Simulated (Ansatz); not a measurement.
Input file:

```yaml
crystal:
  periodic: [false, false, false]
  atoms:
    - {symbol: C, position_ang: [0.000000, 0.000000, -1.986233]}
    - {symbol: Ga, position_ang: [0.000000, 0.000000, -0.068233]}
    - {symbol: Cl, position_ang: [0.000000, 0.000000, 2.054467]}
basis:
  gaussian: {orbitals: cc-pVDZ}
total_charge: 1
magnetization: {spin_polarized: false, initial_magnetization: 1}
correlation: {method: mp2, electrons: outside_noble_gas}
output: {forces: true}
```

```sh
$ ansatz run in.yaml --threads 1 --pin off --events-out ev --progress --plain --max-ram 2393MiB
```

Log:

```
651 factors; integrals over basis functions are off by at most 5.0e-4 eV
mean field evaluation 1: about -65852.8065 eV, gradient 2.7e1 eV
mean field evaluation 2: about -65852.8128 eV, gradient 2.7e1 eV
mean field evaluation 4: about -65855.6360 eV, gradient 9.7e0 eV
mean field evaluation 8: about -65856.2422 eV, gradient 2.8e-1 eV
mean field evaluation 16: about -65851.3194 eV, gradient 4.7e0 eV
mean field evaluation 32: about -65851.2056 eV, gradient 2.0e-6 eV
mean field evaluation 64: about -65851.3194 eV, gradient 4.7e0 eV
mean field -65856.24294415 eV, -2420.1722892326 hartree, gradient 1.8e-6 eV, S^2 0.750000; 9 other end points of the search recorded, 0 dependent functions left out
mean field evaluation 96: about -65856.3367 eV, gradient 1.5e-4 eV
unrestricted determinant -65856.71206756 eV, -2420.1895292001 hartree, S^2 1.4306
20 core orbitals not correlated: weight in the atoms' cores, before any rotation towards them, 0.982 or more for the frozen orbitals, at most 0.012 for the correlated occupied ones
reference -65856.24294415 eV, -2420.1722892326 hartree; 7, 6 occupied and 32, 33 virtual orbitals, 651 factors
second order -6.61289139 eV of doubles, -0.06145130 eV of singles
the calculation of the forces begins
Total energy: -65862.91728684 eV, -2420.4175668026 hartree
Atom 0 at     0.000000     0.000000    -1.986233 Å, force     0.000000     0.000000    -2.820706 eV/Å
Atom 1 at     0.000000     0.000000    -0.068233 Å, force    -0.000000    -0.000000     3.878416 eV/Å
Atom 2 at     0.000000     0.000000     2.054467 Å, force     0.000000     0.000000    -1.057710 eV/Å
Dipole moment:     0.000000    -0.000000    -0.604160 e Å
```

Forces (eV/Å):
```
C    0.000  0.000 -2.821
Ga   0.000  0.000  3.878
Cl   0.000  0.000 -1.058
```

Ran on 1 thread of Intel Xeon Platinum 8488C, shared host: 7 s wall, 0.18 GiB peak host memory.
